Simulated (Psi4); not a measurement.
# HOF (SMILES OF) at HSE06/aug-cc-pVTZ

Aim: the energy change on altering one bond length of HOF at HSE06/aug-cc-pVTZ, from 2 runs. 

The results are computed with Psi4 1.11.

1 further run of the same task is left out (set aside as unsound or not needed).

## 1. Starting point

HOF has 3 atoms, charge 0, and is taken as a singlet. SMILES: `OF`. The coordinates come from a PBE0-D4/def2-TZVP relaxation.

Bond lengths: O1–F2 1.406 Å, O1–H3 0.969 Å. Angles: F2–O1–H3 99.1°.

## 2. Energy and forces at HSE06/aug-cc-pVTZ

The input, job.in:

```
memory 2200 MB

molecule system {
  0 1
  O
  F 1 R2
  H 1 R3 2 A3

  R2 = 1.406397
  R3 = 0.969153
  A3 = 99.05738
  symmetry c1
}

set puream true
set e_convergence 1e-09
set d_convergence 1e-08
set scf_type pk
set dft_radial_points 99
set dft_spherical_points 590

e, wfn = gradient('hse06/aug-cc-pVTZ', return_wfn=True)
print_variables()
```

On the command line:

```sh
$ psi4 -i job.in -o job.out -n 1
```

job.out:

```text
[...]
  Running in c1 symmetry.
[...]
  Nuclear repulsion =   34.062705558208670
[...]
  Multiplicity = 1
[...]
  Nalpha       = 9
  Nbeta        = 9
[...]
    Number of basis functions: 115
[...]
   @RKS iter   1:  -175.39990850230762   -3.35624e-01   3.44630e-03 ADIIS/DIIS
[...]
   @RKS iter   9:  -175.45150013324869   -3.58398e-11   7.29232e-09 DIIS
[...]
    Orbital Energies [Eh]
    ---------------------
    Doubly Occupied:
       1A    -24.809845     2A    -19.309294     3A     -1.282696
       4A     -0.991503     5A     -0.583459     6A     -0.512613
       7A     -0.488031     8A     -0.393101     9A     -0.325270
[...]
  @RKS Final Energy:  -175.45150013324869
   => Energetics <=
    Nuclear Repulsion Energy =             34.0627055582086697
    One-Electron Energy =                -310.9954125672504688
    Two-Electron Energy =                 116.2841995200455187
    DFT Exchange-Correlation Energy =     -14.8029926442524129
    Empirical Dispersion Energy =           0.0000000000000000
    VV10 Nonlocal Energy =                  0.0000000000000000
    Total Energy =                       -175.4515001332486861
[...]
 Multipole Moments:
 ------------------------------------------------------------------------------------
     Multipole            Electronic (a.u.)      Nuclear  (a.u.)        Total (a.u.)
 ------------------------------------------------------------------------------------
 L = 1.  Multiply by 2.5417464519 to convert [e a0] to [Debye]
 Dipole X            :          0.2336163           -0.8972517           -0.6636354
 Dipole Y            :         -1.1249920            1.4689612            0.3439692
 Dipole Z            :         -0.0000000            0.0000000           -0.0000000
 Magnitude           :                                                    0.7474803
[...]
  -Total Gradient:
     Atom            X                  Y                   Z
    ------   -----------------  -----------------  -----------------
       1        0.001507320955    -0.002479570147    -0.000000000000
       2       -0.000180798811     0.002534399914     0.000000000000
       3       -0.001342057619    -0.000052892232    -0.000000000000
[...]
```

Run time: 34 s. Hardware: 1 thread of Intel Xeon Platinum 8488C (Sapphire Rapids), shared host; peak memory 0.91 GiB.

## 3. The distorted shape, same level

The input, fho.json:

```json
{
 "schema_name": "qcschema_input",
 "schema_version": 1,
 "molecule": {
  "schema_name": "qcschema_molecule",
  "schema_version": 2,
  "symbols": ["O", "F", "H"],
  "geometry": [0.99487466, -0.22915764, 0.52831262, -0.23817163, 2.08568128, 0.09875898, -0.39436694, -1.51986893, -0.38805526],
  "molecular_charge": 0,
  "molecular_multiplicity": 1,
  "fix_symmetry": "c1"
 },
 "driver": "gradient",
 "model": {
  "method": "hse06",
  "basis": "aug-cc-pVTZ"
 },
 "keywords": {
  "reference": "rks",
  "puream": true,
  "e_convergence": 1e-09,
  "d_convergence": 1e-08,
  "scf_type": "pk",
  "dft_radial_points": 99,
  "dft_spherical_points": 590,
  "scf_properties": ["MAYER_INDICES", "QUADRUPOLE", "WIBERG_LOWDIN_INDICES"]
 }
}
```

On the command line:

```sh
$ psi4 --qcschema fho.json -n 1 --memory 2200MB
```

stdout:

```text
[...]
  Running in c1 symmetry.
[...]
  Nuclear repulsion =   33.360956476562180
[...]
  Multiplicity = 1
[...]
  Nalpha       = 9
  Nbeta        = 9
[...]
    Number of basis functions: 115
[...]
   @RKS iter   1:  -175.38926470151588   -3.79097e-01   3.21623e-03 DIIS/ADIIS
[...]
   @RKS iter   9:  -175.43724773438197   -1.67404e-11   5.78670e-09 DIIS
[...]
    Orbital Energies [Eh]
    ---------------------
    Doubly Occupied:
       1A    -24.805531     2A    -19.317289     3A     -1.274674
       4A     -0.962749     5A     -0.563485     6A     -0.507277
       7A     -0.483490     8A     -0.383647     9A     -0.319389
[...]
  @RKS Final Energy:  -175.43724773438197
   => Energetics <=
    Nuclear Repulsion Energy =             33.3609564765621798
    One-Electron Energy =                -309.7505297119694774
    Two-Electron Energy =                 115.7111098953919424
    DFT Exchange-Correlation Energy =     -14.7587843943666019
    Empirical Dispersion Energy =           0.0000000000000000
    VV10 Nonlocal Energy =                  0.0000000000000000
    Total Energy =                       -175.4372477343819696
[...]
 Multipole Moments:
 ------------------------------------------------------------------------------------
     Multipole            Electronic (a.u.)      Nuclear  (a.u.)        Total (a.u.)
 ------------------------------------------------------------------------------------
 L = 1.  Multiply by 2.5417464519 to convert [e a0] to [Debye]
 Dipole X            :         -0.2682876           -0.1815633           -0.4498509
 Dipole Y            :          1.1419559           -1.8036094           -0.6616534
 Dipole Z            :          0.0000000           -0.0000000            0.0000000
 Magnitude           :                                                    0.8000945
 L = 2.  Multiply by 1.3450342976 to convert [e a0^2] to [Debye ang]
 Quadrupole XX       :        -15.7922916            7.9139052           -7.8783863
 Quadrupole XY       :         11.5604511          -10.3155625            1.2448887
[...]
  -Total Gradient:
     Atom            X                  Y                   Z
    ------   -----------------  -----------------  -----------------
       1        0.068488838505     0.056144697125    -0.000000000000
       2        0.000884537166    -0.003138690144    -0.000000000000
       3       -0.069380653281    -0.053016182672    -0.000000000000
[...]
```

The result, in JSON:

```text
{
 "driver": "gradient",
 "model": {
  "method": "hse06",
  "basis": "aug-cc-pVTZ"
 },
 "success": true,
 "return_result": [0.0684888385051554, 0.05614469712517928, -2.7141868834123424e-14, 0.0008845371658408527, -0.0031386901440668136, -1.0843943251021155e-14, -0.06938065328085022, -0.05301618267223343, -7.973359971976856e-17],
 "properties": {
  "calcinfo_nbasis": 115,
  "calcinfo_nmo": 115,
  "calcinfo_nalpha": 9,
  "calcinfo_nbeta": 9,
  "calcinfo_natom": 3,
  "nuclear_repulsion_energy": 33.36095647656218,
  "return_energy": -175.43724773438197,
  "return_gradient": [0.0684888385051554, 0.05614469712517928, -2.7141868834123424e-14, 0.0008845371658408527, -0.0031386901440668136, -1.0843943251021155e-14, -0.06938065328085022, -0.05301618267223343, -7.973359971976856e-17],
  "scf_one_electron_energy": -309.7505297119695,
  "scf_two_electron_energy": 115.71110989539194,
  "scf_xc_energy": -14.758784394366602,
  "scf_dipole_moment": [-0.4498509403606956, -0.6616534455034282, 8.644607361358047e-16],
  "scf_total_energy": -175.43724773438197,
  "scf_total_gradient": [0.0684888385051554, 0.05614469712517928, -2.7141868834123424e-14, 0.0008845371658408527, -0.0031386901440668136, -1.0843943251021155e-14, -0.06938065328085022, -0.05301618267223343, -7.973359971976856e-17],
  "scf_iterations": 9
 }
}
```

It took 34 s on 1 thread of Intel Xeon Platinum 8488C (Sapphire Rapids), shared host; peak memory 0.92 GiB.

## 4. Results

At HSE06/aug-cc-pVTZ:

```
                                                         quantity          value
                                        first shape: total energy  -175.45150 Eh
                                       first shape: dipole moment         1.90 D
                                         first shape: HOMO energy       -8.85 eV
                                         first shape: LUMO energy       -1.61 eV
                                       first shape: HOMO–LUMO gap        7.24 eV
                            first shape: largest force on an atom     0.149 eV/Å
                                    distorted shape: total energy  -175.43725 Eh
                                   distorted shape: dipole moment         2.03 D
                                     distorted shape: HOMO energy       -8.69 eV
                                     distorted shape: LUMO energy       -1.59 eV
                                   distorted shape: HOMO–LUMO gap        7.10 eV
                        distorted shape: largest force on an atom     4.554 eV/Å
energy change with the O1–H3 bond stretched from 0.969 to 1.115 Å       0.388 eV
```

What this shows: With the O1–H3 bond stretched from 0.969 to 1.115 Å the energy rises by 0.39 eV (37.4 kJ/mol). The first shape isn't relaxed at this level, so the change isn't measured from a minimum.
